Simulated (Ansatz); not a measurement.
## Active spaces for C2H4, singlet

Calculated in Ansatz's Gaussian-basis code. Basis aug-cc-pVDZ, nonrelativistic, no frozen core. State-specific CASSCF; RHF is the lowest restricted (open-shell) Hartree–Fock solution met. No symmetry is imposed, so a solution can break that of the shape. The lowest solution met needn't be the lowest there is, nor hold the orbitals that a chemist would pick.

Geometry. A bond is stretched, to 1.62 times the sum of the covalent radii.

| atom | x (Å) | y (Å) | z (Å) |
| --- | --- | --- | --- |
| C | 0.0000 | -0.1297 | -0.6339 |
| C | 0.0000 | 0.0675 | 0.6864 |
| H | 0.0000 | 1.1959 | -1.7544 |
| H | 0.0000 | -1.1266 | -1.0615 |
| H | 0.0000 | 1.0645 | 1.1140 |
| H | 0.0000 | -0.7609 | 1.3867 |

(1) What do CASSCF and its corrections give against RHF in CAS(4,4), and what are the occupations?

Answers

(1) CASSCF -1.929 eV, SC-NEVPT2 -8.494 eV; occupations 1.91, 1.88, 0.12, 0.09.
